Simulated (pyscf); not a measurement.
# Four-centre exchange: H₂B–F + ethylene (H₂C=CH₂) -> H₂B–F + ethylene (H₂C=CH₂)

Gas phase, singlet surface, charge 0. Bonds broken: B1–H3, C5–H7. Bonds formed: B1–H7, H3–C5. Structures and frequencies: ωB97X-D3(BJ)/def2-SVP in PySCF. Correlated levels are frozen-core, on RHF or UHF. ΔMP2 is the change of the MP2 total energy from the triple- to the quadruple-zeta basis.

Transition state (Å):

```xyz
10

B     -1.5757    -0.8750     0.4179
F     -1.3197    -2.1960     0.1537
H     -1.8424    -0.2021    -0.6239
H     -2.4580    -0.5100     1.1590
C     -0.4799     0.2382    -0.4391
C     -0.3472     1.5728    -0.4941
H     -0.5789    -0.2644     0.9107
H      0.1710    -0.4377    -1.0027
H      0.4371     1.9976    -1.1227
H     -0.9944     2.2517     0.0666
```

One imaginary mode, 1159i cm⁻¹; descent along it reached the two sides named.

```tsv
bond	change	reactant side (Å)	saddle	product side
B1–H3	breaks	1.210	1.269	3.2
C5–H7	breaks	1.096	1.444	3.4
B1–H7	forms	3.2	1.269	1.210
H3–C5	forms	3.4	1.444	1.096
```

Electronic energies relative to the separated reactants (kJ/mol):

```json
[
 {"level": "ωB97X-D3(BJ)/def2-TZVP", "barrier": "202.7", "reaction energy": "0.0", "reverse barrier": "202.7"},
 {"level": "PBE/def2-TZVP", "barrier": "149.8", "reaction energy": "0.0", "reverse barrier": "149.8"},
 {"level": "r²SCAN/def2-TZVP", "barrier": "162.8", "reaction energy": "0.0", "reverse barrier": "162.8"},
 {"level": "B3LYP-D3(BJ)/def2-TZVP", "barrier": "197.4", "reaction energy": "0.0", "reverse barrier": "197.4"},
 {"level": "PBE0-D3(BJ)/def2-TZVP", "barrier": "166.2", "reaction energy": "0.0", "reverse barrier": "166.2"},
 {"level": "M06-2X/def2-TZVP", "barrier": "198.4", "reaction energy": "0.0", "reverse barrier": "198.4"},
 {"level": "ωB97M-D3(BJ)/def2-TZVP", "barrier": "201.1", "reaction energy": "0.0", "reverse barrier": "201.1"},
 {"level": "HF/def2-TZVP", "barrier": "315.7", "reaction energy": "0.0", "reverse barrier": "315.7"},
 {"level": "MP2/def2-QZVPP", "barrier": "203.3", "reaction energy": "0.0", "reverse barrier": "203.3"},
 {"level": "CCSD/def2-TZVPP", "barrier": "228.6", "reaction energy": "0.0", "reverse barrier": "228.6"},
 {"level": "CCSD(T)/def2-TZVPP", "barrier": "212.9", "reaction energy": "0.0", "reverse barrier": "212.9"},
 {"level": "CCSD(T)/def2-TZVPP + ΔMP2(QZVPP)", "barrier": "211.1", "reaction energy": "0.0", "reverse barrier": "211.1"}
]
```

With CCSD(T)/def2-TZVPP + ΔMP2(QZVPP) energies and thermal terms (ideal gas, 1 atm, RRHO with modes under 100 cm⁻¹ raised to 100, one conformer, R ln 2 for chiral ones without a mode under 150 cm⁻¹), in kJ/mol:

```tsv
T (K)	ΔH‡	ΔG‡	ΔH	ΔG
298	207.6	253.4	0.0	0.0
600	209.1	299.4	0.0	0.0
900	212.1	343.9	0.0	0.0
1200	215.3	387.4	0.0	0.0
```

At the saddle there is also a short B–C contact that neither side keeps. The same reactants have a lower exit, to H₃C–CH₂–BH–F (barrier +9.1 kJ/mol at ωB97M-D3(BJ)/def2-TZVP, against +201.1 kJ/mol here). This is the saddle that the search found; another between the same sides may lie lower. The CCSD(T) − MP2 part came from Ansatz, without density fitting, on the same reference.
